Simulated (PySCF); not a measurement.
# SO3: singlet, from a trigonal planar start

Where does singlet SO3 go from a trigonal planar start, is the end point a minimum, and what are its modes, charges and moments?

Method: B3LYP, basis S def2-TZVP, O def2-TZVP, no relativity, density fitting; program: PySCF 2.14.0.

## (1) The system as given

4 atoms, charge 0, spin multiplicity 1.

Bond lengths: S1–O2 1.510 Å, S1–O3 1.510 Å, S1–O4 1.510 Å. Angles: O2–S1–O3 120.0°, O2–S1–O4 120.0°, O3–S1–O4 120.0°.

```xyz
4
charge 0 multiplicity 1
S     0.0000    0.0000    0.0000
O     1.5100    0.0000    0.0000
O    -0.7550    1.3077    0.0000
O    -0.7550   -1.3077    0.0000
```

## (2) The SCF at the typed geometry

The steps below are one call of a driver around PySCF. For each, scf.py gives the equivalent set-up of the SCF; relaxations use the driver's own optimiser. After this first run the driver tries any further starts and a stability analysis.

The input, scf.py:

```python
from pyscf import gto, scf, dft
mol = gto.M(atom='''
S      0.000000     0.000000     0.000000
O      1.510000     0.000000     0.000000
O     -0.755000     1.307700     0.000000
O     -0.755000    -1.307700     0.000000''',
    basis={'S': 'def2-TZVP', 'O': 'def2-TZVP'},
    charge=0, spin=0)
mf = dft.RKS(mol, xc='B3LYP')
mf.grids.atom_grid = (50, 194)
aux = {'S': 'def2-universal-JKFIT', 'O': 'def2-universal-JKFIT'}
mf = mf.density_fit(auxbasis=aux)
mf.conv_tol = 1e-08
mf.diis_space = 10
mf.max_cycle = 60
mf.init_guess = 'minao'
mf.verbose = 4
mf.kernel()
```

On the command line:

```
$ OMP_NUM_THREADS=4 python axn.py task.json out
```

After this run come: Relaxation: trigonal planar start, singlet; Frequencies.

**Question.** What will these runs give? Wanted: minimum; geometry; wavenumbers; dipole moment; highest occupied, lowest empty level; polar-tensor charge of S1; zero-point energy; atomisation energy.

The runs gave:

```
                                 quantity                                        value
                                  minimum                                 singlet, D3h
                                 geometry          S–O 1.427 Å (×3); O–S–O 120.0° (×3)
                       wavenumbers (cm⁻¹)  494 (a2''), 525 (e'), 1073 (a1'), 1401 (e')
                            dipole moment                                       0.00 D
     highest occupied, lowest empty level                              -9.77, -2.71 eV
                polar-tensor charge of S1                                      +1.67 e
                        zero-point energy                                  32.4 kJ/mol
                      entropy at 298.15 K                              256.8 J/(mol K)
atomisation energy (no zero-point energy)                                  1387 kJ/mol
```

**Reading.** The molecule stays D3h, as typed, and the end point is a minimum. In the infrared the band at 1401 cm⁻¹ (e', stretch) leads. S1 has a polar-tensor charge of +1.7 e (a dipole derivative, not a static charge), yet symmetry cancels the bond dipoles. Only this shape and spin were tried, so other structures or states may lie lower.
